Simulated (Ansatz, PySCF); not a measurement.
Bond stretch in H2, singlet. Each curve is given relative to its own lowest point near equilibrium.

```json
[
 {"R / Å": "0.60", "A": "11.9", "B": "10.7", "C": "13.0"},
 {"R / Å": "0.64", "A": "5.6", "B": "4.7", "C": "6.4"},
 {"R / Å": "0.68", "A": "1.9", "B": "1.3", "C": "2.4"},
 {"R / Å": "0.69", "A": "1.3", "B": "0.8", "C": "1.7"},
 {"R / Å": "0.73", "A": "0.0", "B": "0.0", "C": "0.2"},
 {"R / Å": "0.75", "A": "0.0", "B": "0.2", "C": "0.0"},
 {"R / Å": "0.77", "A": "0.3", "B": "0.6", "C": "0.1"},
 {"R / Å": "0.80", "A": "1.2", "B": "1.9", "C": "0.9"},
 {"R / Å": "0.83", "A": "2.6", "B": "3.7", "C": "2.1"},
 {"R / Å": "0.85", "A": "3.9", "B": "5.1", "C": "3.2"},
 {"R / Å": "0.93", "A": "10.1", "B": "12.4", "C": "9.0"},
 {"R / Å": "1.01", "A": "17.8", "B": "21.3", "C": "16.4"},
 {"R / Å": "1.13", "A": "30.5", "B": "36.1", "C": "28.8"},
 {"R / Å": "1.24", "A": "42.2", "B": "50.2", "C": "40.5"},
 {"R / Å": "1.34", "A": "52.2", "B": "63.0", "C": "51.0"},
 {"R / Å": "1.49", "A": "65.6", "B": "81.5", "C": "65.8"},
 {"R / Å": "1.66", "A": "78.0", "B": "101.2", "C": "80.9"},
 {"R / Å": "1.85", "A": "88.2", "B": "121.3", "C": "93.4"},
 {"R / Å": "1.99", "A": "93.5", "B": "134.7", "C": "99.2"},
 {"R / Å": "2.21", "A": "99.1", "B": "153.6", "C": "104.6"},
 {"R / Å": "2.63", "A": "103.9", "B": "182.5", "C": "109.2"},
 {"R / Å": "2.97", "A": "105.1", "B": "200.0", "C": "110.5"}
]
```

Energies in kcal/mol.

**Question.** Assign the columns to these levels of theory: restricted Hartree-Fock/LANL2DZ (PySCF); CCSD(T) on UHF/def2-TZVP, frozen core in Ansatz (a quantum-chemistry and plane-wave program); PySCF 2.14.0 with unrestricted BP86/6-31G*, spherical d.

**Answer.** A is UCCSD(T); B is RHF/LANL2DZ; C is UKS-BP86/6-31G*.

The unrestricted determinant behind UCCSD(T) is spin-contaminated at 1.24 to 2.97 Å (<S²> up to 1.0, against 0.00 for a pure singlet). With two correlated electrons CCSD is exact in the basis where it finds the lowest root (UCCSD(T)). The unrestricted determinant behind UKS-BP86/6-31G* is spin-contaminated at 1.85 to 2.97 Å (<S²> up to 1.0, against 0.00 for a pure singlet). The restricted form behind RHF/LANL2DZ keeps the bonding electrons paired and can't separate into open-shell fragments.
